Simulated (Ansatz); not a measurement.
# CCSD(T)/cc-pVDZ run of C2H3F3 (1,1,1-trifluoroethane)

Aim: the energy change on altering one bond length of C2H3F3 (1,1,1-trifluoroethane) at CCSD(T)/cc-pVDZ, from 2 runs. 

The results are computed with Ansatz 0.2.0.

53 further runs of the same task are left out: 1 that didn't finish, 52 set aside as unsound or not needed.

## Step 1: The molecule

C2H3F3: 8 atoms, total charge 0, spin state singlet. SMILES: `CC(F)(F)F`. The coordinates come from a PBE0-D4/def2-TZVP relaxation.

Bond lengths: C1–C2 1.497 Å, C2–F3 1.341 Å, C2–F4 1.341 Å, C2–F5 1.341 Å, C1–H6 1.089 Å, C1–H7 1.089 Å, C1–H8 1.089 Å. Some angles: C1–C2–F3 111.8°, C1–C2–F4 111.8°, C1–C2–F5 111.8°, F3–C2–F4 107.1°, F3–C2–F5 107.1°, F4–C2–F5 107.1°, C2–C1–H6 109.3°, C2–C1–H7 109.3°, C2–C1–H8 109.3°, H6–C1–H7 109.7°.

## Step 2: The energy at CCSD(T)/cc-pVDZ

job.yaml reads:

```yaml
basis:
  gaussian:
    orbitals: cc-pVDZ
crystal:
  periodic: [false, false, false]
  atoms:
    - symbol: C
      position_ang: [-0.615400, -0.141500, 0.471500]
    - symbol: C
      position_ang: [0.557600, 0.109900, -0.423700]
    - symbol: F
      position_ang: [1.692800, -0.382000, 0.093900]
    - symbol: F
      position_ang: [0.395200, -0.458200, -1.627700]
    - symbol: F
      position_ang: [0.754200, 1.420300, -0.629900]
    - symbol: H
      position_ang: [-0.441600, 0.335800, 1.434900]
    - symbol: H
      position_ang: [-0.738000, -1.214600, 0.611200]
    - symbol: H
      position_ang: [-1.512600, 0.273100, 0.014000]
correlation:
  method: ccsd_t
  frozen_orbitals: {C: 1, F: 1, H: 0}
accuracy: high
scf:
  omitted_lower_state_checks: [cluster_reference, increment]
```

On the command line:

```console
$ ansatz run job.yaml --threads 1 --pin off --max-ram 3480MiB --events-out events.jsonl --progress --plain --runs-dir runs
```

Log (excerpt; [...] marks lines left out):

```text
Warning: RAYON_NUM_THREADS=1 ignored (pool sized by the plan → 1); use --threads N
Functional definition: HF
  name "HF"
[...]
1960 factors; integrals over basis functions are off by at most 3.2e-9 eV
[...]
mean field -10227.13341722 eV, -375.8402208830 hartree, gradient 2.5e-8 eV, S^2 0.000000; 0 other end points of the search recorded, 0 dependent functions left out
5 core orbitals not correlated: weight in the atoms' cores, before any rotation towards them, 1.000 or more for the frozen orbitals, at most 0.000 for the correlated occupied ones
reference -10227.13341722 eV, -375.8402208830 hartree; 16, 16 occupied and 64, 64 virtual orbitals, 1960 factors
second order -22.60634361 eV of doubles, -0.00000000 eV of singles
cycle   1  -22.77459973 eV  change   -1.7e-1 eV  update   9.4e-2
[...]
cycle  19  -23.34066478 eV  change    1.5e-9 eV  update   2.2e-9
perturbative correction -0.49151934 eV, -0.0180630024 hartree
Total energy: -10250.96560134 eV, -376.7160374951 hartree
Checks for a lower state left out: cluster_reference, increment
```

Run time: 31 s. Hardware: 1 thread of Arm Neoverse V1, shared host; peak memory 0.54 GiB.

## Step 3: The distorted shape, same level

input.yaml reads:

```yaml
crystal:
  periodic: [false, false, false]
  atoms:
    - {symbol: C, position_ang: [-1.201938, -0.267208, 0.919129]}
    - {symbol: C, position_ang: [0.557600, 0.109900, -0.423700]}
    - {symbol: F, position_ang: [1.692800, -0.382000, 0.093900]}
    - {symbol: F, position_ang: [0.395200, -0.458200, -1.627700]}
    - {symbol: F, position_ang: [0.754200, 1.420300, -0.629900]}
    - {symbol: H, position_ang: [-1.028138, 0.210092, 1.882529]}
    - {symbol: H, position_ang: [-1.324538, -1.340308, 1.058829]}
    - {symbol: H, position_ang: [-2.099138, 0.147392, 0.461629]}
basis:
  gaussian:
    orbitals: cc-pVDZ
correlation:
  method: ccsd_t
  frozen_orbitals: {C: 1, F: 1, H: 0}
accuracy: high
scf:
  omitted_lower_state_checks: [cluster_reference, increment]
```

On the command line:

```console
$ ansatz run input.yaml --threads 1 --pin off --max-ram 3480MiB --events-out events.jsonl --progress --plain --runs-dir runs
```

Log (excerpt; [...] marks lines left out):

```text
Warning: RAYON_NUM_THREADS=1 ignored (pool sized by the plan → 1); use --threads N
[... 2 set-up lines as earlier in the session ...]
[...]
1908 factors; integrals over basis functions are off by at most 3.5e-9 eV
[...]
mean field -10223.74871067 eV, -375.7158352114 hartree, gradient 1.6e-8 eV, S^2 0.000000; 0 other end points of the search recorded, 0 dependent functions left out; unrestricted orbitals would lower it
5 core orbitals not correlated: weight in the atoms' cores, before any rotation towards them, 1.000 or more for the frozen orbitals, at most 0.000 for the correlated occupied ones
reference -10223.74871067 eV, -375.7158352114 hartree; 16, 16 occupied and 64, 64 virtual orbitals, 1908 factors
second order -23.03798095 eV of doubles, -0.00000000 eV of singles
cycle   1  -23.13422487 eV  change   -9.6e-2 eV  update   1.2e-1
[...]
cycle  22  -23.87051631 eV  change   -1.8e-9 eV  update  7.5e-10
perturbative correction -0.63232046 eV, -0.0232373484 hartree
Total energy: -10248.25154744 eV, -376.6162978540 hartree
Checks for a lower state left out: cluster_reference, increment
```

It took 33 s on 1 thread of Arm Neoverse V1, shared host; peak memory 0.54 GiB.

## Step 4: Summary of results

Level: CCSD(T)/cc-pVDZ, 5 core orbitals frozen.

| quantity | value |
| --- | --- |
| first shape: total energy | -376.71604 Eh |
| first shape: correlation energy (5 core orbitals frozen) | -875.8 mEh |
| first shape: (T) correction | -18.06 mEh |
| first shape: T1 diagnostic | 0.011 |
| distorted shape: total energy | -376.61630 Eh |
| distorted shape: correlation energy (5 core orbitals frozen) | -900.5 mEh |
| distorted shape: (T) correction | -23.24 mEh |
| distorted shape: T1 diagnostic | 0.015 |
| energy change with the C1–C2 bond stretched from 1.497 to 2.245 Å | 2.714 eV |

**Reading.** One bond (distorted shape) is far stretched, which a spin-restricted single reference describes badly; perturbation theory on it can break down and give far too much correlation. With the C1–C2 bond stretched from 1.497 to 2.245 Å the energy rises by 2.71 eV (63 kcal/mol). The first shape isn't relaxed at this level, so the change isn't measured from a minimum. A restricted reference can't describe the breaking bond well at this length. The triples (first shape) make up 2.1 % of the correlation energy. The restricted solution (distorted shape) is unstable to spin breaking: an unrestricted one lies lower. The triples (distorted shape) make up 2.6 % of the correlation energy.
